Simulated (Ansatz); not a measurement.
HN (triplet): measurement beside calculation (Ansatz, PBE0-D4/def2-TZVP geometry).

Bond lengths: N1–H2 1.040 Å.

Enthalpy of formation at 298 K: 85.2 kcal/mol (zero for an element's reference state; older measured values of the G2 set, as listed by Staroverov and co-workers, J. Chem. Phys. 119, 12129, 2003). With their computed zero-point and thermal terms and the atoms' enthalpies of Curtiss and co-workers (1997) it gives an electronic atomization energy of 83.6 kcal/mol.

| level | atomization (kcal/mol) | error | error per bond |
| --- | --- | --- | --- |
| LDA (SPW92) | 94.9 | 11.3 | 11.3 |
| PBE-D4 | 88.1 | 4.6 | 4.6 |
| revPBE-D4 | 86.4 | 2.8 | 2.8 |
| BLYP-D4 | 89.2 | 5.6 | 5.6 |
| r2SCAN-D4 | 83.9 | 0.3 | 0.3 |
| B97M-V | 83.4 | -0.2 | -0.2 |
| PBE0-D4 | 84.9 | 1.3 | 1.3 |
| B3LYP-D4 | 87.7 | 4.1 | 4.1 |
| r2SCANh-D4 | 83.1 | -0.5 | -0.5 |
| r2SCAN0-D4 | 81.9 | -1.7 | -1.7 |
| HSE06-D4 | 85.0 | 1.4 | 1.4 |
| BHLYP-D4 | 83.3 | -0.3 | -0.3 |
| CAM-B3LYP-D4 | 86.8 | 3.2 | 3.2 |
| ωB97X-V | 84.7 | 1.2 | 1.2 |
| ωB97M-V | 84.9 | 1.3 | 1.3 |
| B2PLYP | 84.2 | 0.6 | 0.6 |
| PBE-QIDH | 80.9 | -2.7 | -2.7 |
| PBE | 88.1 | 4.5 | 4.5 |
| revPBE | 86.1 | 2.6 | 2.6 |
| BLYP | 89.1 | 5.5 | 5.5 |
| r2SCAN | 83.9 | 0.3 | 0.3 |
| PBE0 | 84.8 | 1.3 | 1.3 |
| B3LYP | 87.6 | 4.1 | 4.1 |
| r2SCANh | 83.1 | -0.5 | -0.5 |
| r2SCAN0 | 81.8 | -1.7 | -1.7 |
| HSE06 | 84.9 | 1.4 | 1.4 |
| BHLYP | 83.3 | -0.3 | -0.3 |
| CAM-B3LYP | 86.7 | 3.2 | 3.2 |
| LC-ωPBE | 84.5 | 0.9 | 0.9 |
| HF/def2-TZVPP | 50.8 | -32.7 | -32.7 |
| MP2/def2-TZVPP | 76.6 | -7.0 | -7.0 |
| SCS-MP2/def2-TZVPP | 80.0 | -3.6 | -3.6 |
| CCSD/def2-TZVPP | 78.6 | -5.0 | -5.0 |
| CCSD(T)/def2-TZVPP | 79.5 | -4.0 | -4.0 |
| HF/def2-QZVPP | 51.2 | -32.4 | -32.4 |
| MP2/def2-QZVPP | 78.7 | -4.9 | -4.9 |
| SCS-MP2/def2-QZVPP | 82.5 | -1.0 | -1.0 |
| CCSD/def2-QZVPP | 80.5 | -3.0 | -3.0 |
| CCSD(T)/def2-QZVPP | 81.6 | -2.0 | -2.0 |
| HF/CBS(def2) | 51.2 | -32.4 | -32.4 |
| MP2/CBS(def2) | 80.1 | -3.5 | -3.5 |
| CCSD/CBS(def2) | 81.8 | -1.8 | -1.8 |
| CCSD(T)/CBS(def2) | 82.9 | -0.6 | -0.6 |

Functionals use def2-TZVPP; B3LYP here is the variant with VWN-RPA as its local correlation; programs differ in this. The calculations leave out spin–orbit coupling, scalar relativity and, for the correlated methods, core correlation; together these are worth up to about 1 kcal/mol a heavy atom. HSE06 is defined as in plane-wave codes. CBS extrapolates def2-TZVPP and def2-QZVPP. T1 = 0.010.
